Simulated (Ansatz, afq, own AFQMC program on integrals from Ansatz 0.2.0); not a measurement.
## GeH₄ + H, doublet in cc-pVTZ along one coordinate

```xyz
6

Ge   -0.0337    0.0000    0.0000
H    -0.5451    1.4466    0.0000
H    -0.5451   -0.7233    1.2528
H    -0.5451   -0.7233   -1.2528
H     1.5007    0.0000    0.0000
H     2.5613    0.0000    0.0000
```

A hydrogen atom is moved from one rigid fragment to the other; the Ge1–H5 distance tells how far. The two fragments are held close together, so this isn't a minimum-energy path and the start is a compressed complex. Energies in eV count from this geometry (1.534 Å) at the same level; the start stands on UHF, each point on the determinant named.

Basis cc-pVTZ. Only valence electrons are correlated. Integrals, coupled cluster, full CI and functionals: Ansatz 0.2.0; the random walks run on the same integrals in our own AFQMC program. The CISD trial takes its coefficients from CCSD amplitudes. Released means that phaseless walkers are propagated on without the constraint, phases kept. Uncertainties: one standard error, sampling alone. No spin–orbit coupling.

Cautions, each for one point or more: inner d shell frozen; no relativity below Rb; no spin-orbit coupling.

| r(Ge1–H5) / Å | det. | T1 | weight | ⟨S²⟩ | B2PLYP | CCSD | CCSD(T) |
| --- | --- | --- | --- | --- | --- | --- | --- |
| 1.625 | UHF | 0.016 | 0.90 | 0.77 | -0.147 | -0.144 | -0.146 |
| 1.670 | UHF | 0.016 | 0.90 | 0.78 | -0.216 | -0.215 | -0.217 |
| 1.715 | UHF | 0.015 | 0.90 | 0.77 | -0.283 | -0.286 | -0.288 |
| 1.760 | UHF | 0.014 | 0.90 | 0.77 | -0.343 | -0.351 | -0.352 |
| 1.850 | UHF | 0.013 | 0.91 | 0.76 | -0.392 | -0.417 | -0.413 |

Task: Estimate the curve of CCSDT(Q), counted from the same start.

Result: 
```
r(Ge1–H5) / Å  det.     T1  weight  ⟨S²⟩  CCSDT(Q)   ph-AFQMC/CISD  released AFQMC
        1.625   UHF  0.016    0.90  0.77    -0.147  -0.150 ± 0.004  -0.156 ± 0.004
        1.670   UHF  0.016    0.90  0.78    -0.218  -0.216 ± 0.004               –
        1.715   UHF  0.015    0.90  0.77    -0.288  -0.299 ± 0.004  -0.294 ± 0.004
        1.760   UHF  0.014    0.90  0.77    -0.352  -0.359 ± 0.004  -0.356 ± 0.005
        1.850   UHF  0.013    0.91  0.76    -0.413  -0.414 ± 0.005  -0.412 ± 0.005
```

Weight is that of the determinant in the CISD state; at the start T1 is 0.015 and the weight 0.90, and ⟨S²⟩ is 0.77. A dash marks a missing value, a released energy that hasn't settled or a functional that sits on another state. Largest departures from CCSDT(Q), at the points where its series has closed: CCSD(T) 0.001 eV at 1.670 (on UHF), ph-AFQMC/CISD -0.010 eV at 1.715 (on UHF), released AFQMC -0.009 eV at 1.625 (on UHF), B2PLYP 0.021 eV at 1.850, CCSD -0.004 eV at 1.850 (on UHF). Functionals count only at points shown to share the start's state and spin.

A walk keeps the symmetry of its determinant, which the program's search chose and which needn't be the lowest solution, so a lower state of the same spin and another symmetry isn't excluded. Released energies are given only where the last usable release times agree within the noise; a slower fall can still hide under it.
